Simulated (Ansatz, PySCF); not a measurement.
Species: C$_{2}$H$_{3}$Cl, charge 0, multiplicity 1. SMILES: C=CCl
Geometry: optimised at B3LYP-D3(BJ)/def2-TZVP (Ansatz, a program for electronic structure).

Wanted: atomisation energy, in kcal/mol. Terms: open shells spin-unrestricted; atomisation electronic, to ground-state atoms; dispersion terms only where a functional's name holds one; no spin-orbit coupling; non-relativistic; six Cartesian d functions in 6-31G* and its kin unless marked 5d; frozen cores in correlated levels. Basis-set limits of correlation are two-point, X^-3; Hartree-Fock from the larger set. [CCSD(T)-MP2]/basis is that difference in the basis named. First-principles rows: single points at B3LYP-D3(BJ) geometries (Ansatz).

```json
[
 {"species": "C=CCl", "coefficient": "-1", "E at M06-2X/6-31G* (5d) (PySCF), Eh": "-538.10423", "E at B3LYP/def2-TZVPD (Ansatz), Eh": "-538.25248"},
 {"species": "C atom", "coefficient": "+2", "E at M06-2X/6-31G* (5d) (PySCF), Eh": "-37.82757", "E at B3LYP/def2-TZVPD (Ansatz), Eh": "-37.85953"},
 {"species": "Cl atom", "coefficient": "+1", "E at M06-2X/6-31G* (5d) (PySCF), Eh": "-460.09600", "E at B3LYP/def2-TZVPD (Ansatz), Eh": "-460.16775"},
 {"species": "H atom", "coefficient": "+3", "E at M06-2X/6-31G* (5d) (PySCF), Eh": "-0.49667", "E at B3LYP/def2-TZVPD (Ansatz), Eh": "-0.50215"}
]
```

Coupled cluster (Ansatz) is a level with limits of its own, used here on species with T1 under 0.025 (0.045 for open shells) and stable references: RI-MP2/CBS(aug-cc-pV(T+d)Z,aug-cc-pV(Q+d)Z)+[CCSD(T)-MP2]/aug-cc-pV(T+d)Z. Value to compare with, RI-MP2/CBS(aug-cc-pV(T+d)Z,aug-cc-pV(Q+d)Z)+[CCSD(T)-MP2]/aug-cc-pV(T+d)Z (Ansatz): 543.0 kcal/mol. 1 Eh = 627.5095 kcal/mol.

Work the quantity out at each level, and compare with RI-MP2/CBS(aug-cc-pV(T+d)Z,aug-cc-pV(Q+d)Z)+[CCSD(T)-MP2]/aug-cc-pV(T+d)Z (Ansatz).


- M06-2X/6-31G* (5d): the sum of coefficient times E is 0.86308 Eh, or 541.59 kcal/mol. Result: 541.6 kcal/mol. Its difference against RI-MP2/CBS(aug-cc-pV(T+d)Z,aug-cc-pV(Q+d)Z)+[CCSD(T)-MP2]/aug-cc-pV(T+d)Z (Ansatz) is -1.4 kcal/mol.
- B3LYP/def2-TZVPD: the sum of coefficient times E is 0.85922 Eh, or 539.17 kcal/mol. Result: 539.2 kcal/mol. Its difference against RI-MP2/CBS(aug-cc-pV(T+d)Z,aug-cc-pV(Q+d)Z)+[CCSD(T)-MP2]/aug-cc-pV(T+d)Z (Ansatz) is -3.8 kcal/mol.
